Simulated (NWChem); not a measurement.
All runs are NWChem calculations. System: CH6Si, charge 0, spin multiplicity 1, at a geometry optimised with B3LYP/def2-SVP. The structure started from a generated list of species. Level: EOM-CCSD/def2-SVPD, 6 core orbitals frozen.

The NWChem input:

```
start mol
memory heap 100 mb stack 700 mb global 1900 mb
geometry units angstroms nocenter noautoz
  Si     0.637240     0.036312     0.000000
  C     -1.248355    -0.071145     0.000000
  H      1.123665     0.764038     1.210451
  H      1.123665     0.764038    -1.210451
  H      1.242977    -1.329146     0.000000
  H     -1.611246    -0.607305     0.891428
  H     -1.611246    -0.607305    -0.891428
  H     -1.699046     0.934179     0.000000
  symmetry group Cs
end
basis spherical
  * library def2-svpd
end
scf
  rhf
  nopen 0
  maxiter 100
  thresh 1e-7
  semidirect memsize 60000000 filesize 0
end
tce
  freeze core 6
  ccsd
  nroots 2
  2eorb
  2emet 13
  thresh 1e-5
  maxiter 200
  tilesize 24
  dipole
end
task tce energy
```

Output (cleaned and shortened):

```
             Northwest Computational Chemistry Package (NWChem) 7.3.0
             --------------------------------------------------------

                                NWChem Input Module
                                -------------------

 Scaling coordinates for geometry "geometry" by  1.889725989
 (inverse scale =  0.529177249)

 Turning off AUTOSYM since
 SYMMETRY directive was detected!

                             Geometry "geometry" -> ""
                             -------------------------

 Output coordinates in angstroms (scale by  1.889725989 to convert to a.u.)

  No.       Tag          Charge          X              Y              Z
 ---- ---------------- ---------- -------------- -------------- --------------
    1 Si                  14.0000     0.63724000     0.03631200     0.00000000
    2 C                    6.0000    -1.24835500    -0.07114500     0.00000000
    3 H                    1.0000     1.12366500     0.76403800     1.21045100
    4 H                    1.0000     1.12366500     0.76403800    -1.21045100
    5 H                    1.0000     1.24297700    -1.32914600     0.00000000
    6 H                    1.0000    -1.61124600    -0.60730500     0.89142800
    7 H                    1.0000    -1.61124600    -0.60730500    -0.89142800
    8 H                    1.0000    -1.69904600     0.93417900     0.00000000

 Effective nuclear repulsion energy (a.u.)      62.3589443183

            Nuclear Dipole moment (a.u.)
            ----------------------------
        X                 Y               Z
 ---------------- ---------------- ----------------
    -0.0000018897    -0.0000056692     0.0000000000

      Symmetry information
      --------------------

 Group name             Cs
 Group number              2
 Group order               2
 No. of unique centers     6

      Symmetry unique atoms

     1    2    3    5    6    8


 Summary of "ao basis" -> "" (spherical)
 ------------------------------------------------------------------------------
       Tag                 Description            Shells   Functions and Types
 ---------------- ------------------------------  ------  ---------------------
 *                         def2-svpd                  on all atoms

 Summary of "ao basis" -> "ao basis" (spherical)
 ------------------------------------------------------------------------------
       Tag                 Description            Shells   Functions and Types
 ---------------- ------------------------------  ------  ---------------------
 Si                        def2-svpd                10       24   5s3p2d
 C                         def2-svpd                 8       20   4s2p2d
 H                         def2-svpd                 4        8   2s2p

                                 NWChem SCF Module
                                 -----------------

  ao basis        = "ao basis"
  functions       =    92
  atoms           =     8
  closed shells   =    13
  open shells     =     0
  charge          =   0.00
  wavefunction    = RHF
  use symmetry    = T
  symmetry adapt  = T

 Summary of "ao basis" -> "ao basis" (spherical)
 ------------------------------------------------------------------------------
       Tag                 Description            Shells   Functions and Types
 ---------------- ------------------------------  ------  ---------------------
 Si                        def2-svpd                10       24   5s3p2d
 C                         def2-svpd                 8       20   4s2p2d
[...]
 Singles contributions
    14a'  (alpha) ---    12a"  (alpha)       -0.5011783079
    15a'  (alpha) ---    12a"  (alpha)       -0.5513466111
    28a'  (alpha) ---    12a"  (alpha)        0.1564237055
    16a"  (alpha) ---    13a'  (alpha)       -0.4405295978
    22a"  (alpha) ---    13a'  (alpha)        0.2086866803
    30a"  (alpha) ---    13a'  (alpha)        0.1024010395

 Doubles contributions

 No. of initial left vectors    2

 EOM-CCSD left-hand side iterations
 --------------------------------------------------------------
      Residuum       Omega / hartree  Omega / eV    Cpu    Wall
 --------------------------------------------------------------

 Iteration   1 using    2 trial vectors
   0.3927690785265   0.4302215279289   11.70693
   0.4227567151381   0.4504581530120   12.25760     1.1     1.1

 Iteration   2 using    4 trial vectors
   0.1140823012594   0.3518993476580    9.57567
   0.1100203302918   0.3692861355812   10.04879     1.1     1.1

 Iteration   3 using    6 trial vectors
   0.0699654314772   0.3431714955068    9.33818
   0.0607666241220   0.3612734819278    9.83076     1.1     1.1

 Iteration   4 using    8 trial vectors
   0.0506950352403   0.3376537804704    9.18803
   0.0360694207894   0.3571861020306    9.71953     1.1     1.1

 Iteration   5 using   10 trial vectors
   0.0325560006233   0.3337520721507    9.08186
   0.0213706368926   0.3551217331457    9.66336     1.1     1.1

 Iteration   6 using   12 trial vectors
   0.0191339589232   0.3323343109531    9.04328
   0.0127732622882   0.3545388258037    9.64750     1.1     1.1

 Iteration   7 using   14 trial vectors
   0.0123322912481   0.3322366050005    9.04062
   0.0108043520407   0.3544095411719    9.64398     1.1     1.1

 Iteration   8 using   16 trial vectors
   0.0081858514511   0.3321054170872    9.03705
   0.0102741490011   0.3542368295837    9.63928     1.1     1.1

 Iteration   9 using   18 trial vectors
   0.0053842493684   0.3320156489284    9.03461
   0.0083801012929   0.3540934420325    9.63538     1.1     1.1

 Iteration  10 using   20 trial vectors
   0.0036483232363   0.3320337830302    9.03510
   0.0063470540155   0.3540111626006    9.63314     1.1     1.1

 Iteration  11 using   22 trial vectors
   0.0034184758262   0.3320086202748    9.03442
   0.0071727640623   0.3539305388052    9.63094     1.2     1.2

 Iteration  12 using   24 trial vectors
   0.0028467052148   0.3319856177761    9.03379
   0.0088599723972   0.3538479538997    9.62870     1.2     1.2

 Iteration  13 using   26 trial vectors
   0.0020380353871   0.3319713267752    9.03340
   0.0101549875101   0.3536842313568    9.62424     1.2     1.2

 Iteration  14 using   28 trial vectors
   0.0014403791185   0.3319725273129    9.03344
   0.0096361867937   0.3536729093668    9.62393     1.2     1.2

 Iteration  15 using   30 trial vectors
   0.0010397163355   0.3319746317807    9.03349
   0.0099267707422   0.3536113341079    9.62226     1.2     1.2

 Iteration  16 using   32 trial vectors
   0.0006497667782   0.3319717117338    9.03341
   0.0082134978410   0.3533863771331    9.61614     1.2     1.2

 Iteration  17 using   34 trial vectors
   0.0004334043749   0.3319713518748    9.03340
   0.0064690100708   0.3532977228842    9.61372     1.2     1.2

 Iteration  18 using   36 trial vectors
   0.0003080331639   0.3319711464076    9.03340
   0.0059661079783   0.3532497247805    9.61242     1.3     1.3

 Iteration  19 using   38 trial vectors
   0.0001691068350   0.3319706016295    9.03338
   0.0042822025138   0.3531492133677    9.60968     1.3     1.3

 Iteration  20 using   40 trial vectors
   0.0000824113129   0.3319708596250    9.03339
   0.0023359912633   0.3531452646564    9.60958     1.3     1.3

 Iteration  21 using   42 trial vectors
   0.0000440008321   0.3319704535373    9.03338
   0.0013592798590   0.3531557155017    9.60986     1.4     1.4

 Iteration  22 using   44 trial vectors
   0.0000237423995   0.3319704413249    9.03338
   0.0008177835610   0.3531491486441    9.60968     1.4     1.4

 Iteration  23 using   46 trial vectors
   0.0000121760346   0.3319704984334    9.03338
   0.0004560707069   0.3531443570664    9.60955     1.4     1.4

 Iteration  24 using   48 trial vectors
   0.0000066512282   0.3319704921715    9.03338
   0.0002688392794   0.3531442279902    9.60955     1.4     1.4

 Iteration  25 using   49 trial vectors
   0.0000038417799   0.3319705117906    9.03338
   0.0001662853991   0.3531449139307    9.60957     0.9     0.9

 Iteration  26 using   50 trial vectors
   0.0000023943727   0.3319705247632    9.03338
   0.0001064486704   0.3531449016658    9.60957     0.9     0.9

 Iteration  27 using   51 trial vectors
   0.0000013762314   0.3319705214573    9.03338
   0.0000641608776   0.3531446309680    9.60956     0.9     0.9

 Iteration  28 using   52 trial vectors
   0.0000009320665   0.3319705213615    9.03338
   0.0000323765582   0.3531446765927    9.60956     0.9     0.9

 Iteration  29 using   53 trial vectors
   0.0000007565988   0.3319705214153    9.03338
   0.0000158513050   0.3531447091982    9.60956     1.0     1.0

 Iteration  30 using   54 trial vectors
   0.0000007195053   0.3319705208994    9.03338
   0.0000080666996   0.3531446847326    9.60956     1.0     1.0
 --------------------------------------------------------------
 Iterations converged

 Excited state root  1
 Excitation energy / hartree =        0.331970546177376
                   / eV      =        9.033382025565928

 EOM-CCSD transition moments / hartree
 --------------------------------------------
 X    0.0000000 Y    0.0000000 Z    0.3317049
 Oscillator Strength                0.0243507
 --------------------------------------------

 EOM-CCSD dipole moments / hartree & Debye
 ------------------------------------
   X        -0.5248523     -1.3340515
   Y        -0.3251584     -0.8264765
   Z        -0.0000000     -0.0000000
 Total       0.6174123      1.5693173
 ------------------------------------

 Singles contributions
    14a'  (alpha) ---    12a"  (alpha)       -0.6831735490
    15a'  (alpha) ---    12a"  (alpha)        0.4315766984
    18a'  (alpha) ---    12a"  (alpha)       -0.3746189391
    29a'  (alpha) ---    12a"  (alpha)       -0.1588457779

 Doubles contributions

 Excited state root  2
 Excitation energy / hartree =        0.353144719814824
                   / eV      =        9.609560851504696

 Task  times  cpu:      113.4s     wall:      113.4s

 Total times  cpu:      113.4s     wall:      113.4s
```
